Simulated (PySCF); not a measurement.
Compound: nitrosyl chloride, ClNO.
Atom-mapped SMILES: `[O:1]=[N:2][Cl:3]`

All values: wB97X-D/def2-SVPD (PySCF, non-relativistic), on one gas-phase PBE0-D3(BJ)/def2-SVP geometry that isn't relaxed in the solvent. The solvent is an IEF-PCM continuum (cavity from Bondi-type radii × 1.2). Specific hydrogen bonds and non-electrostatic terms are outside this model.

Gas phase at wB97X-D/def2-SVPD: HOMO -10.60 eV, LUMO -2.00 eV, dipole 1.91 D.

Question: What does the continuum do to the energy, the frontier levels and the dipole at wB97X-D/def2-SVPD in cyclohexane and methanol?

Answer: 
```json
{"solvent": "cyclohexane", "ε": "2.017", "E(solvent) − E(gas) (kcal/mol)": "-0.96", "polarisation term (kcal/mol)": "-1.07", "distortion of the solute (kcal/mol)": "0.11", "HOMO (eV)": "-10.57", "LUMO (eV)": "-1.91", "dipole (D)": "2.22"}
{"solvent": "methanol", "ε": "32.61", "E(solvent) − E(gas) (kcal/mol)": "-2.51", "polarisation term (kcal/mol)": "-3.21", "distortion of the solute (kcal/mol)": "0.70", "HOMO (eV)": "-10.53", "LUMO (eV)": "-1.80", "dipole (D)": "2.73"}
```

The polarisation term is half the interaction of the solute with the surface charges that it induces; the rest is the cost of distorting the solute's density. The sum is the electrostatic part of solvation alone. From cyclohexane to methanol the lowering changes by a factor 2.61, Onsager's factor (ε − 1)/(2ε + 1) by 2.36 and ε itself by 16.2.

Question: Which radius a makes the point-dipole formula ΔE = −[(ε − 1)/(2ε + 1)]·μ²/a³ give the value in methanol, with the gas-phase dipole?

Answer: μ = 0.751 au and |ΔE| = 0.00401 Eh give a = 2.15 Å; the farthest nucleus lies 1.50 Å from the centroid of the nuclei. The formula assumes a rigid point dipole at the centre of a sphere.

Question: How does the static polarisability (wB97X-D/def2-SVPD, frozen core, with the continuum's full static response) change?

Answer: 
```tsv
medium	isotropic (au)	principal values (au)	⟨r²⟩ of the electrons (bohr²)
gas	32.7	22.1, 24.4, 51.5	215.8
cyclohexane	36.9	24.3, 27.0, 59.4	215.9
methanol	44.3	28.6, 31.9, 72.4	216.0
```

The isotropic value in methanol is 1.36 times the gas-phase one; no cavity-field correction is applied. ⟨r²⟩ is taken about the centre of nuclear charge.

The run took 1.4 s wall on an Arm Neoverse V2 with one thread, shared host with 96 logical CPUs at a one-minute load of 44, and the process peaked at 0.31 GiB of memory. This is the whole response run at wB97X-D/def2-SVPD in methanol, SCF included.

Note: wB97X-D ran without an empirical dispersion term, which enters the total energy and its gradient alone.
